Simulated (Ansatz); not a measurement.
# CH6FSi: the cost of one run

Program: Ansatz 0.2.0. Level of theory: UKS PBE0-D4/6-31G*. These are calculated values, not measurements.

**1. The system as given**

Bond lengths: Si1–F2 1.840 Å, Si1–H3 1.460 Å, Si1–H4 1.459 Å, Si1–H5 1.459 Å, C6–H7 1.110 Å, C6–H8 1.110 Å, C6–H9 1.110 Å. Angles: F2–Si1–H3 109.5°, F2–Si1–H4 109.5°, F2–Si1–H5 109.5°, H3–Si1–H4 109.5°, H3–Si1–H5 109.5°, H4–Si1–H5 109.5°, H7–C6–H8 109.4°, H7–C6–H9 109.4°, H8–C6–H9 109.4°.

As a file:

```xyz
9

Si    0.0000    0.0000    0.0000
F     0.0000    0.0000    1.8400
H     1.3768    0.0000   -0.4862
H    -0.6877    1.1914   -0.4862
H    -0.6877   -1.1914   -0.4862
C     0.0000    0.0000    3.4700
H    -0.5653   -0.8805    3.8405
H     1.0452   -0.0494    3.8405
H    -0.4798    0.9298    3.8405
```

**2. Pulling towards end A**

Springs on the bonds that form and break draw the guess towards this end; the thresholds are loose.

input.yaml reads:

```yaml
crystal:
  periodic: [false, false, false]
  atoms:
    - { symbol: Si, position_ang: [0.0, 0.0, 0.0] }
    - { symbol: F, position_ang: [0.0, 0.0, 1.84] }
    - { symbol: H, position_ang: [1.3768, 0.0, -0.4862] }
    - { symbol: H, position_ang: [-0.6877, 1.1914, -0.4862] }
    - { symbol: H, position_ang: [-0.6877, -1.1914, -0.4862] }
    - { symbol: C, position_ang: [0.0, 0.0, 3.47] }
    - { symbol: H, position_ang: [-0.5653, -0.8805, 3.8405] }
    - { symbol: H, position_ang: [1.0452, -0.0494, 3.8405] }
    - { symbol: H, position_ang: [-0.4798, 0.9298, 3.8405] }
magnetization:
  spin_polarized: true
  initial_magnetization: 1
basis:
  gaussian: { orbitals: "6-31G*" }
hamiltonian:
  xc: pbe0
  dispersion: d4
relax:
  f_tol: 0.15
  max_steps: 25
  restrain:
    - { distance: [1, 5], at: 2.53, k: 30.0 }
    - { distance: [0, 1], at: 1.59, k: 30.0 }
```

Command:

```
$ ansatz run input.yaml --threads 1 --pin off --max-ram 2048MiB --backend cpu --events-out ev --progress --plain --runs-dir out
```

What time and memory should one allow on 1 thread of Intel Xeon Platinum 8488C (Sapphire Rapids), shared host?

About 16 s, with a peak of 0.17 GiB.
